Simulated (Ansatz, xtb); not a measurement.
Pair of molecules: C2H2 (SMILES C#C) (first 4 atoms) with H2O (SMILES O); geometry from S66by8 set.
(charge 0, multiplicity 1):
```csv
atom,x (Å),y (Å),z (Å)
C,-0.9252,0.0394,0.0309
H,0.1407,0.0091,0.0063
C,-2.1370,0.0732,0.0583
H,-3.1976,0.1035,0.0829
O,2.1474,-0.0680,-0.0539
H,2.7178,-0.6577,0.4432
H,2.7194,0.2830,-0.7392
```

Counterpoise-corrected where a basis set is named; no monomer relaxation.

Cores are frozen in the correlated methods. CBS(a, b) extrapolates the correlation energy as X⁻³ and adds the Hartree–Fock energy of set b.

The values were computed with Ansatz (a quantum-chemistry and plane-wave program); xtb for the GFN methods. 

Question: Give the interaction energy at the level GFN-FF.

Answer: -1.3 kcal/mol

Question: What is the computed interaction energy (MP2/aug-cc-pVDZ)?

Answer: -2.0 kcal/mol

Question: What interaction energy does CCSD(T)/CBS(aug-cc-pVDZ, aug-cc-pVTZ) give?

Answer: -2.6 kcal/mol
